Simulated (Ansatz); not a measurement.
**Silane (SiH4): one species, many methods**

How much do the methods differ for silane (SiH4)? The plan is to run it at one geometry with functionals of several rungs and with coupled cluster, and see how far each lands from CCSD(T) at the basis-set limit for the atomisation energy.

Computed with Ansatz 0.2.0, Gaussian basis. Level: functionals in def2-TZVPP, the program's frozen cores in correlated methods.

Plan: LDA (SPW92), PBE-D4, revPBE-D4, BLYP-D4, r2SCAN-D4, B97M-V, PBE0-D4, B3LYP-D4, r2SCANh-D4, r2SCAN0-D4, HSE06-D4, BHLYP-D4, CAM-B3LYP-D4, LC-ωPBE, ωB97X-V, ωB97M-V, B2PLYP, PBE-QIDH; CCSD(T)/def2-SVP; CCSD(T)/def2-TZVPP; CCSD(T)/def2-QZVPP; extrapolation to the limit; RPA on PBE.

1 further run of the same task is left out (it didn't finish).

## 1. Structure used throughout

All runs share one geometry, relaxed beforehand with PBE0-D4 in a triple-zeta def2 set.

SMILES `[SiH4]`, 5 atoms, charge 0, spin multiplicity 1.

Atoms are counted from 1 here; the program's logs count them from 0.

Bond lengths: Si1–H2 1.485 Å, Si1–H3 1.485 Å, Si1–H4 1.485 Å, Si1–H5 1.485 Å. Angles: H2–Si1–H3 109.5°, H2–Si1–H4 109.5°, H2–Si1–H5 109.5°, H3–Si1–H4 109.5°, H3–Si1–H5 109.5°, H4–Si1–H5 109.5°.

As a file:

| atom | x (Å) | y (Å) | z (Å) |
| --- | --- | --- | --- |
| Si1 | 0.0000 | 0.0000 | -0.0001 |
| H2 | 0.9676 | -0.6884 | 0.8909 |
| H3 | -1.3310 | 0.0449 | 0.6560 |
| H4 | -0.1051 | -0.7403 | -1.2826 |
| H5 | 0.4685 | 1.3838 | -0.2642 |

## 2. LDA

This LDA is Slater exchange with PW92 correlation.

in.yaml

```yaml
crystal:
  periodic: [false, false, false]
  atoms:
    - {symbol: Si, position_ang: [-0.000002, 0.000025, -0.000066]}
    - {symbol: H, position_ang: [0.967630, -0.688444, 0.890873]}
    - {symbol: H, position_ang: [-1.331043, 0.044935, 0.655998]}
    - {symbol: H, position_ang: [-0.105079, -0.740349, -1.282645]}
    - {symbol: H, position_ang: [0.468493, 1.383843, -0.264159]}
basis:
  gaussian: {orbitals: def2-TZVPP}
hamiltonian: {xc: lda}
output: {orbitals: {seedname: orbitals}}
```

The runs that follow: PBE-D4 (GGA); revPBE-D4 (GGA); BLYP-D4 (GGA); r2SCAN-D4 (meta-GGA); B97M-V (meta-GGA); PBE0-D4 (hybrid); B3LYP-D4 (hybrid); r2SCANh-D4 (hybrid); r2SCAN0-D4 (hybrid); HSE06-D4 (hybrid); BHLYP-D4 (hybrid); CAM-B3LYP-D4 (range-separated); LC-ωPBE-D4 (range-separated); ωB97X-V (range-separated); ωB97M-V (range-separated); B2PLYP (double hybrid); PBE-QIDH (double hybrid); CCSD(T) in def2-SVP; CCSD(T) in def2-TZVPP; CCSD(T) in def2-QZVPP; RPA on PBE orbitals.

Q: Predict the results of all the runs planned. Wanted: atomisation energy, CCSD(T)/CBS; farthest beyond LDA; mean size of error, GGA; mean size of error, meta-GGA; mean size of error, hybrid; mean size of error, range-separated; mean size of error, double hybrid; gap, smallest and largest; T1 diagnostic.

As calculated:

```
                               quantity                                              value
        atomisation energy, CCSD(T)/CBS                                      1360.9 kJ/mol
  functionals within 6.8 kJ/mol (0.5 %)  B97M-V, B3LYP-D4, BHLYP-D4, CAM-B3LYP-D4, ωB97M-V
                    farthest beyond LDA                           revPBE-D4 (-50.4 kJ/mol)
                mean size of error, GGA                                        37.5 kJ/mol
           mean size of error, meta-GGA                                         6.9 kJ/mol
             mean size of error, hybrid                                        17.7 kJ/mol
    mean size of error, range-separated                                        11.7 kJ/mol
      mean size of error, double hybrid                                        24.0 kJ/mol
              gap, smallest and largest          8.57 eV (LDA (SPW92)), 15.91 eV (LC-ωPBE)
                          T1 diagnostic                                             0.0109
triples share of the correlation energy                                              2.2 %
```

The LDA atomisation energy is off by 93.3 kJ/mol (7 %): it overbinds. PBE-D4 misses by -43.0 kJ/mol. Double hybrids carry the basis error of their MP2 part in triple zeta, and no dispersion term here, so their miss is partly the set-up's. Taken by rung, meta-GGA functionals do best (6.9 kJ/mol on average) and GGA ones worst beyond LDA (37.5 kJ/mol). The reference freezes the cores and leaves out relativity and excitations past (T), so misses under about 6.8 kJ/mol can't be ranked. Hartree-Fock recovers 79 % of the binding; the rest is correlation. CCSD(T) in def2-SVP is off by -76.5 kJ/mol, which most functionals beat. The gap grows from 8.6 to 15.9 eV across the functionals, mostly with the share of exact exchange.
